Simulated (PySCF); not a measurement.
# Field gradients at the hydrogen positions

Cyclopropene, C3H4.
Geometry (PBE0-D3(BJ)/def2-SVP, Å), atoms numbered from 1 in this order:
```
atom  x, y, z in Å
C1    -0.527    0.669    0.130
C2    -0.639   -0.605   -0.085
C3     0.764   -0.073   -0.049
H4    -0.987    1.637    0.311
H5    -1.258   -1.489   -0.213
H6     1.406   -0.275    0.823
H7     1.334    0.034   -0.986
```

Level: B3LYP/pcJ-1 (PySCF, non-relativistic); Q(2H) = 0.00286 b; rigid geometry, the same for H and D, with no vibrational averaging.

Problem. Give the electric field gradient Vzz (the principal value of largest size), its asymmetry and the 2H coupling at each hydrogen.

Solution. 
```csv
atom,bonded to,bond length (Å),Vzz (au),η,χzz (kHz)
H4,C1,1.087,0.3102,0.00,208
H5,C2,1.087,0.3103,0.00,209
H6,C3,1.102,0.2792,0.09,188
H7,C3,1.102,0.2792,0.09,188
```

Geometry: PBE0-D3(BJ)/def2-SVP; no solvent, vibrations or thermal averaging. With so small a basis the couplings can be 20 % off.

The run behind these numbers computed spin–spin couplings as well. The run took 5.4 s wall on an Arm Neoverse V1 with one thread, shared host with 32 logical CPUs at a one-minute load of 15, and the process peaked at 0.42 GiB of memory.
